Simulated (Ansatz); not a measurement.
# Molecular dynamics of C3H6ClF

Input:

```yaml
crystal:
  periodic: [false, false, false]
  atoms:
    - { symbol: Cl, position_ang: [-1.070632, -1.365333, 1.620699] }
    - { symbol: C, position_ang: [-0.281247, 0.46465, 0.040375] }
    - { symbol: C, position_ang: [-0.491266, -0.243794, -1.293482] }
    - { symbol: H, position_ang: [-1.053876, 1.182967, 0.375818] }
    - { symbol: C, position_ang: [0.965764, 0.378975, 0.797508] }
    - { symbol: F, position_ang: [1.303271, 1.427084, 1.655625] }
    - { symbol: H, position_ang: [1.830133, -0.042942, 0.238107] }
    - { symbol: H, position_ang: [0.408528, -0.596226, 1.474047] }
    - { symbol: H, position_ang: [0.176604, -1.114074, -1.386358] }
    - { symbol: H, position_ang: [-1.53788, -0.562702, -1.416804] }
    - { symbol: H, position_ang: [-0.2494, 0.471298, -2.105535] }
magnetization:
  spin_polarized: true
basis:
  gaussian: { orbitals: STO-3G }
hamiltonian:
  xc: b3lyp
md:
  timestep: 0.5
  n_steps: 200
  ensemble: nve
  temperature: 100.0
  initial_velocities: maxwell_boltzmann
  seed: 11538
```

Launched with:

```bash
$ ansatz run input.yaml --threads 1 --pin off --max-ram 2048MiB --backend cpu --events-out ev --progress --plain --runs-dir out
```

It starts at the highest image of a converged band. Of that band: The profile has 2 maxima (images 2, 5) with wells between them (image 3): this band takes more than one step, which may be the mechanism or a detour left from its start path. Neighbouring images differ by up to 3.1 eV, so the band resolves the path poorly. A vibrational analysis at the climbing image gives one clearly imaginary mode, 1855i cm⁻¹: a first-order saddle point.

Output, in part (one step line in 7, the closing report, with atoms numbered from 0):

```
md step     0: t =     0.00 fs  T =   100.0 K  F+E_penalty+E_count = -18230.58130171 eV  E_kin = 0.116334 eV  conserved = -18230.46496771 eV  (51 SCF iters)
md step     7: t =     3.50 fs  T =    55.3 K  F+E_penalty+E_count = -18230.52888712 eV  E_kin = 0.064353 eV  conserved = -18230.46453374 eV  (33 SCF iters)
md step    14: t =     7.00 fs  T =    34.4 K  F+E_penalty+E_count = -18230.50414555 eV  E_kin = 0.039967 eV  conserved = -18230.46417887 eV  (42 SCF iters)
md step    21: t =    10.50 fs  T =   181.9 K  F+E_penalty+E_count = -18230.67595701 eV  E_kin = 0.211614 eV  conserved = -18230.46434350 eV  (35 SCF iters)
md step    28: t =    14.00 fs  T =   495.4 K  F+E_penalty+E_count = -18231.04318287 eV  E_kin = 0.576352 eV  conserved = -18230.46683082 eV  (36 SCF iters)
md step    35: t =    17.50 fs  T =   573.3 K  F+E_penalty+E_count = -18231.13207721 eV  E_kin = 0.666960 eV  conserved = -18230.46511722 eV  (30 SCF iters)
md step    42: t =    21.00 fs  T =   745.2 K  F+E_penalty+E_count = -18231.33146614 eV  E_kin = 0.866867 eV  conserved = -18230.46459868 eV  (29 SCF iters)
md step    49: t =    24.50 fs  T =  1008.5 K  F+E_penalty+E_count = -18231.64007986 eV  E_kin = 1.173201 eV  conserved = -18230.46687936 eV  (28 SCF iters)
md step    56: t =    28.00 fs  T =   910.8 K  F+E_penalty+E_count = -18231.52262578 eV  E_kin = 1.059577 eV  conserved = -18230.46304874 eV  (28 SCF iters)
md step    63: t =    31.50 fs  T =  1070.1 K  F+E_penalty+E_count = -18231.71013222 eV  E_kin = 1.244912 eV  conserved = -18230.46522066 eV  (29 SCF iters)
md step    70: t =    35.00 fs  T =  1101.3 K  F+E_penalty+E_count = -18231.74698208 eV  E_kin = 1.281195 eV  conserved = -18230.46578751 eV  (29 SCF iters)
md step    77: t =    38.50 fs  T =   959.0 K  F+E_penalty+E_count = -18231.57850204 eV  E_kin = 1.115697 eV  conserved = -18230.46280534 eV  (29 SCF iters)
md step    84: t =    42.00 fs  T =  1086.0 K  F+E_penalty+E_count = -18231.72964021 eV  E_kin = 1.263428 eV  conserved = -18230.46621228 eV  (28 SCF iters)
md step    91: t =    45.50 fs  T =   937.6 K  F+E_penalty+E_count = -18231.55542858 eV  E_kin = 1.090790 eV  conserved = -18230.46463868 eV  (30 SCF iters)
md step    98: t =    49.00 fs  T =   886.4 K  F+E_penalty+E_count = -18231.49548851 eV  E_kin = 1.031234 eV  conserved = -18230.46425405 eV  (28 SCF iters)
md step   105: t =    52.50 fs  T =   915.1 K  F+E_penalty+E_count = -18231.53144428 eV  E_kin = 1.064514 eV  conserved = -18230.46692983 eV  (30 SCF iters)
md step   112: t =    56.00 fs  T =   716.4 K  F+E_penalty+E_count = -18231.29715581 eV  E_kin = 0.833429 eV  conserved = -18230.46372702 eV  (24 SCF iters)
md step   119: t =    59.50 fs  T =   950.4 K  F+E_penalty+E_count = -18231.57179070 eV  E_kin = 1.105648 eV  conserved = -18230.46614227 eV  (29 SCF iters)
md step   126: t =    63.00 fs  T =  1069.4 K  F+E_penalty+E_count = -18231.71158554 eV  E_kin = 1.244021 eV  conserved = -18230.46756430 eV  (29 SCF iters)
md step   133: t =    66.50 fs  T =   914.6 K  F+E_penalty+E_count = -18231.52779438 eV  E_kin = 1.063939 eV  conserved = -18230.46385490 eV  (30 SCF iters)
md step   140: t =    70.00 fs  T =  1100.7 K  F+E_penalty+E_count = -18231.74789989 eV  E_kin = 1.280481 eV  conserved = -18230.46741846 eV  (28 SCF iters)
md step   147: t =    73.50 fs  T =  1031.9 K  F+E_penalty+E_count = -18231.66728057 eV  E_kin = 1.200507 eV  conserved = -18230.46677380 eV  (25 SCF iters)
md step   154: t =    77.00 fs  T =   974.0 K  F+E_penalty+E_count = -18231.59705022 eV  E_kin = 1.133129 eV  conserved = -18230.46392118 eV  (28 SCF iters)
md step   161: t =    80.50 fs  T =  1259.2 K  F+E_penalty+E_count = -18231.93235341 eV  E_kin = 1.464824 eV  conserved = -18230.46752902 eV  (28 SCF iters)
md step   168: t =    84.00 fs  T =  1279.9 K  F+E_penalty+E_count = -18231.95480933 eV  E_kin = 1.488948 eV  conserved = -18230.46586086 eV  (29 SCF iters)
md step   175: t =    87.50 fs  T =  1215.8 K  F+E_penalty+E_count = -18231.87890727 eV  E_kin = 1.414381 eV  conserved = -18230.46452633 eV  (28 SCF iters)
md step   182: t =    91.00 fs  T =  1191.2 K  F+E_penalty+E_count = -18231.85234373 eV  E_kin = 1.385798 eV  conserved = -18230.46654568 eV  (29 SCF iters)
md step   189: t =    94.50 fs  T =  1091.7 K  F+E_penalty+E_count = -18231.73424664 eV  E_kin = 1.270066 eV  conserved = -18230.46418109 eV  (28 SCF iters)
md step   196: t =    98.00 fs  T =  1088.7 K  F+E_penalty+E_count = -18231.73136081 eV  E_kin = 1.266545 eV  conserved = -18230.46481623 eV  (29 SCF iters)
md step   200: t =   100.00 fs  T =   968.8 K  F+E_penalty+E_count = -18231.59106796 eV  E_kin = 1.127082 eV  conserved = -18230.46398597 eV  (33 SCF iters)
Total energy: -18231.59129270 eV, -669.9986221903 hartree
Atom 0 at    -1.597055    -2.180785     2.212222 Å, force     1.397167    -0.557579     2.434810 eV/Å
Atom 1 at     0.233751     1.143673    -0.521225 Å, force     1.938176    -0.662920     2.525484 eV/Å
Atom 2 at    -0.135687     0.299823    -1.760504 Å, force    -0.412516     0.846231     0.700467 eV/Å
Atom 3 at    -0.286392     2.112536    -0.430163 Å, force     0.115433    -0.081820    -0.186698 eV/Å
Atom 4 at     1.123777     0.851055     0.532848 Å, force    -0.334561     1.075095    -2.846615 eV/Å
Atom 5 at     1.621329     1.840638     1.358674 Å, force    -0.860076    -0.170834     0.228787 eV/Å
Atom 6 at     1.802202    -0.028365     0.575862 Å, force    -0.490631    -0.390058    -0.204457 eV/Å
Atom 7 at    -0.885136    -2.459952     3.448455 Å, force    -1.401467     0.551976    -2.431732 eV/Å
Atom 8 at     0.664050    -0.325797    -2.187621 Å, force     0.138857     0.119099     0.258493 eV/Å
Atom 9 at    -1.005428    -0.335191    -1.529081 Å, force    -0.111438    -0.190256    -0.189328 eV/Å
Atom 10 at    -0.452575     1.065187    -2.494098 Å, force     0.021056    -0.538934    -0.289212 eV/Å
Dipole moment:     0.133008    -0.164322     0.194749 e Å
```

The run went to its last step. The conserved energy stayed within 0.27 meV per atom of its start (net change 0.089 meV per atom), so the integration is sound. The system heated up, since it started high on the potential surface and ran downhill. A run of 0.1 ps of so small a system gives no equilibrium averages. The orbitals stay closed-shell, which can raise the energy where a bond breaks towards radicals; this wasn't checked here. Limits of this set-up: minimal basis.

The step under study would form Cl1–H8 and break Cl1–C2, C5–H8. These pairs go: Cl1–H8 1.67 → 1.45 Å, Cl1–C2 2.54 → 4.68 Å, C5–H8 1.31 → 4.85 Å. In the last frame they stand as after the step (other bonds may differ from the relaxed reactants and products). It ends as C3H5F + ClH. Pairs count as bonded within 1.25 times the sum of covalent radii (0.12 Å more for H–H).

Last frame:

```xyz
11
Properties=species:S:1:pos:R:3
Cl -1.597 -2.181 2.212
C 0.234 1.144 -0.521
C -0.136 0.300 -1.760
H -0.286 2.112 -0.430
C 1.124 0.851 0.533
F 1.621 1.841 1.359
H 1.802 -0.028 0.576
H -0.885 -2.460 3.449
H 0.664 -0.326 -2.188
H -1.005 -0.335 -1.529
H -0.453 1.065 -2.494
```

Run time: 8.7 min on 1 thread of Arm Neoverse V2, on a shared host, peak memory 0.14 GiB.
